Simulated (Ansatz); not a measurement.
Basis-set extrapolation for AlB₂H₅ (PBE0-D4/def2-TZVP geometry, frozen core, Ansatz). Multiplicity 1, RHF reference.

```json
{"": "HF", "def2-TZVPP": "-294.127863", "def2-QZVPP": "-294.137718"}
{"": "MP2 correlation", "def2-TZVPP": "-0.299333", "def2-QZVPP": "-0.318171"}
{"": "CCSD(T) correlation", "def2-TZVPP": "-0.357635", "def2-QZVPP": "not run"}
```

Energies in hartree. Use E(X) = E(∞) + A·exp(−7.88·√X) for Hartree–Fock and E(X) = E(∞) + B·X^(−2.97) for correlation, with X = 3 and 4, and add CCSD(T) minus MP2 of the smaller set to the MP2 limit.

Task: What is the CCSD(T) energy at the basis-set limit?

Result: HF limit: -294.137718 + (-0.009855) × 0.13774 = -294.13908. MP2 limit: -0.318171 + (-0.018838) × 0.74074 = -0.33213. Higher-order term: -0.357635 − (-0.299333) = -0.05830. Total: -294.52951 hartree, 27.6 kcal/mol below CCSD(T)/def2-TZVPP.
